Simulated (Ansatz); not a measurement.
**hcp Sc**

Computed with rVV10 in Ansatz (PAW).

Run with plane-wave cutoff 520 eV, 18×18×10 k mesh (along the axes of the cell as run), Fermi–Dirac smearing 0.05 eV, scalar-relativistic PAW data made under PBE.

Cell: relaxed at this level.

```yaml
volume_per_atom: 24.31 Å³/atom
bulk_modulus: 57.1 GPa
lattice_parameter_a: 3.305 Å
c axis length: 5.141 Å
band_gap: none
pressure derivative B′ of the bulk modulus: 3.4
```

Measured, for comparison: bulk modulus 55.6 GPa (zero-point energy and finite temperature contributions removed, our sources range from 44.5 to 55.6; as tabulated in doi:10.1021/acs.jctc.3c00612); lattice constant a 3.309 Å, lattice parameter c 5.268 Å (293 K, no zero-point or thermal correction; as tabulated in Wikipedia's data pages). Computed (rounded) less measured: bulk modulus not scored (sources differ), lattice constant a -0.1 %, lattice parameter c -2.4 %.

Note: the bulk modulus comes from volumes at which shape and atoms were relaxed.

Ansatz is a program for electronic structure.
